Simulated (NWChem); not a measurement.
System: Li, doublet

Input file for NWChem:

```
start job
memory heap 200 mb stack 900 mb global 1100 mb
geometry units angstroms noautoz
  Li     0.000000     0.000000     0.000000
end
basis spherical
  * library def2-svp
end
dft
  odft
  mult 2
  xc xwpbe 0.80 cpbe96 1.0 hfexch 1.00
  cam 0.2 cam_alpha 0.2 cam_beta 0.8
  iterations 150
  mulliken
end
task dft energy
```

Parts of the log:

```
             Northwest Computational Chemistry Package (NWChem) 7.3.0
             --------------------------------------------------------

                             Geometry "geometry" -> ""
                             -------------------------

 Output coordinates in angstroms (scale by  1.889725989 to convert to a.u.)

  No.       Tag          Charge          X              Y              Z
 ---- ---------------- ---------- -------------- -------------- --------------
    1 Li                   3.0000     0.00000000     0.00000000     0.00000000

 Effective nuclear repulsion energy (a.u.)       0.0000000000

  pbe96 is a nonlocal functional; adding pw91lda local functional.

                                 NWChem DFT Module
                                 -----------------

 Summary of "ao basis" -> "ao basis" (spherical)
 ------------------------------------------------------------------------------
       Tag                 Description            Shells   Functions and Types
 ---------------- ------------------------------  ------  ---------------------
 Li                         def2-svp                 5        9   3s2p

            General Information
            -------------------
          SCF calculation type: DFT
          Wavefunction type:  spin polarized.
          No. of atoms     :     1
          No. of electrons :     3
           Alpha electrons :     2
            Beta electrons :     1
          Charge           :     0
          Spin multiplicity:     2
          Use of symmetry is: off; symmetry adaption is: off
          Maximum number of iterations: 150
          AO basis - number of functions:     9
                     number of shells:     5
          Convergence on energy requested:  1.00D-06
          Convergence on density requested:  1.00D-05
          Convergence on gradient requested:  5.00D-04

              XC Information
              --------------
                     Hartree-Fock (Exact) Exchange  1.000
                     LC-wPBE(h)Exchange Functional  0.800
            Perdew 1991 LDA Correlation Functional  1.000 local
           PerdewBurkeErnz. Correlation Functional  1.000 non-local

           Range-Separation Parameters
           ---------------------------
           Alpha           :  0.20
           Beta            :  0.80
           Gamma           :  0.20
           Short-Range HF  :     F

             Grid Information
             ----------------
          Grid used for XC integration:  medium
          Radial quadrature: Mura-Knowles
          Angular quadrature: Lebedev.
          Tag              B.-S. Rad. Rad. Pts. Rad. Cut. Ang. Pts.
          ---              ---------- --------- --------- ---------
          Li                  1.45       49          11.0       434
          Grid pruning is: on
          Number of quadrature shells:    49
          Spatial weights used:  Erf1

      Superposition of Atomic Density Guess
      -------------------------------------

 Sum of atomic energies:          -7.42506398

      Non-variational initial energy
      ------------------------------

 Total energy =      -7.367928
 1-e energy   =      -9.700428
 2-e energy   =       2.332500
 HOMO         =      -0.080694
 LUMO         =       0.093754

     ---------------------------------------------
      Total Density - Mulliken Population Analysis
     ---------------------------------------------

    Atom       Charge   Shell Charges
 -----------   ------   -------------------------------------------------------
    1 Li   3     3.00   1.99  0.52  0.49 -0.00  0.00

     --------------------------------------------
      Spin Density - Mulliken Population Analysis
     --------------------------------------------

    Atom       Charge   Shell Charges
 -----------   ------   -------------------------------------------------------
    1 Li   3     1.00   0.00  0.51  0.49 -0.00  0.00

   convergence    iter        energy       DeltaE   RMS-Dens  Diis-err
 ---------------- ----- ----------------- --------- --------- ---------
 d= 0,ls=0.0,diis     1     -7.4576501844 -7.46D+00  2.66D-02  1.15D-03
                                                     2.54D-03  6.20D-04
 d= 0,ls=0.0,diis     2     -7.4603771245 -2.73D-03  1.98D-02  2.18D-04
                                                     4.52D-04  1.27D-05
 d= 0,ls=0.0,diis     3     -7.4610926454 -7.16D-04  9.15D-03  1.99D-05
                                                     6.24D-05  1.42D-08
 d= 0,ls=0.0,diis     4     -7.4611637993 -7.12D-05  4.74D-05  1.31D-09
                                                     2.34D-06  1.64D-09
 d= 0,ls=0.0,diis     5     -7.4611638019 -2.65D-09  2.11D-06  1.17D-12
                                                     3.29D-08  1.28D-13

         Total DFT energy =       -7.461163801910
      One electron energy =       -9.706983897970
           Coulomb energy =        4.058697844458
    Exchange-Corr. energy =       -1.812877748398
 Nuclear repulsion energy =        0.000000000000

 Numeric. integr. density =        2.999999994168

                    DFT Final Alpha Molecular Orbital Analysis
                    ------------------------------------------

 Vector    1  Occ=1.000000D+00  E=-2.108876D+00
              MO Center= -9.2D-18, -2.7D-17,  2.0D-17, r^2= 1.3D-01
   Bfn.  Coefficient  Atom+Function         Bfn.  Coefficient  Atom+Function
  ----- ------------  ---------------      ----- ------------  ---------------
     1      0.993858  1 Li s                  2      0.033812  1 Li s

 Vector    2  Occ=1.000000D+00  E=-1.943521D-01
              MO Center=  2.2D-16, -3.0D-16,  2.0D-15, r^2= 5.0D+00
   Bfn.  Coefficient  Atom+Function         Bfn.  Coefficient  Atom+Function
  ----- ------------  ---------------      ----- ------------  ---------------
     2      0.834489  1 Li s                  1     -0.243451  1 Li s
     3      0.215476  1 Li s

 Vector    3  Occ=0.000000D+00  E= 4.923923D-02
              MO Center= -1.2D-15, -2.6D-16, -5.4D-16, r^2= 4.0D+00
   Bfn.  Coefficient  Atom+Function         Bfn.  Coefficient  Atom+Function
  ----- ------------  ---------------      ----- ------------  ---------------
     7      0.844211  1 Li px                 9      0.369590  1 Li pz
     8      0.181057  1 Li py                 4      0.091572  1 Li px
     6      0.040090  1 Li pz

 Vector    4  Occ=0.000000D+00  E= 4.923923D-02
              MO Center=  1.1D-15, -1.4D-16, -2.4D-15, r^2= 4.0D+00
   Bfn.  Coefficient  Atom+Function         Bfn.  Coefficient  Atom+Function
  ----- ------------  ---------------      ----- ------------  ---------------
     9      0.855140  1 Li pz                 7     -0.385103  1 Li px
     6      0.092757  1 Li pz                 8      0.050026  1 Li py
     4     -0.041772  1 Li px

 Vector    5  Occ=0.000000D+00  E= 4.923923D-02
              MO Center= -7.0D-17,  4.5D-16, -5.8D-17, r^2= 4.0D+00
   Bfn.  Coefficient  Atom+Function         Bfn.  Coefficient  Atom+Function
  ----- ------------  ---------------      ----- ------------  ---------------
     8      0.920210  1 Li py                 7     -0.145168  1 Li px
     9     -0.119207  1 Li pz                 5      0.099816  1 Li py

                     DFT Final Beta Molecular Orbital Analysis
                     -----------------------------------------

 Vector    1  Occ=1.000000D+00  E=-2.097997D+00
              MO Center=  2.5D-18, -5.7D-18,  6.0D-17, r^2= 1.3D-01
   Bfn.  Coefficient  Atom+Function         Bfn.  Coefficient  Atom+Function
  ----- ------------  ---------------      ----- ------------  ---------------
     1      0.993498  1 Li s                  2      0.035819  1 Li s

 Vector    2  Occ=0.000000D+00  E= 1.534252D-03
              MO Center= -3.5D-16,  1.3D-15,  2.8D-12, r^2= 7.8D+00
   Bfn.  Coefficient  Atom+Function         Bfn.  Coefficient  Atom+Function
  ----- ------------  ---------------      ----- ------------  ---------------
     3      0.712292  1 Li s                  2      0.334983  1 Li s
     1     -0.183695  1 Li s

 Vector    3  Occ=0.000000D+00  E= 9.199020D-02
              MO Center=  2.0D-15, -1.8D-15, -9.4D-12, r^2= 1.4D+01
   Bfn.  Coefficient  Atom+Function         Bfn.  Coefficient  Atom+Function
  ----- ------------  ---------------      ----- ------------  ---------------
     2      1.977399  1 Li s                  3     -1.829434  1 Li s
     1     -0.258925  1 Li s

 Vector    4  Occ=0.000000D+00  E= 9.719082D-02
              MO Center= -6.0D-15,  3.6D-16,  3.7D-18, r^2= 3.8D+00
   Bfn.  Coefficient  Atom+Function         Bfn.  Coefficient  Atom+Function
  ----- ------------  ---------------      ----- ------------  ---------------
     7      0.912049  1 Li px                 4      0.141123  1 Li px
     8     -0.054587  1 Li py

     ---------------------------------------------
      Total Density - Mulliken Population Analysis
     ---------------------------------------------

    Atom       Charge   Shell Charges
 -----------   ------   -------------------------------------------------------
    1 Li   3     3.00   1.99  0.82  0.19  0.00  0.00

     --------------------------------------------
      Spin Density - Mulliken Population Analysis
     --------------------------------------------

    Atom       Charge   Shell Charges
 -----------   ------   -------------------------------------------------------
    1 Li   3     1.00   0.00  0.80  0.19  0.00  0.00

     -------------------------------------------
      Total Density - Lowdin Population Analysis
     -------------------------------------------

    Atom       Charge   Shell Charges
 -----------   ------   -------------------------------------------------------
    1 Li   3     3.00   1.98  0.67  0.35  0.00  0.00

     ------------------------------------------
      Spin Density - Lowdin Population Analysis
     ------------------------------------------

[...]
```

Level: LRC-wPBEh/def2-SVP, spin-unrestricted. No stability test was run on the SCF state.
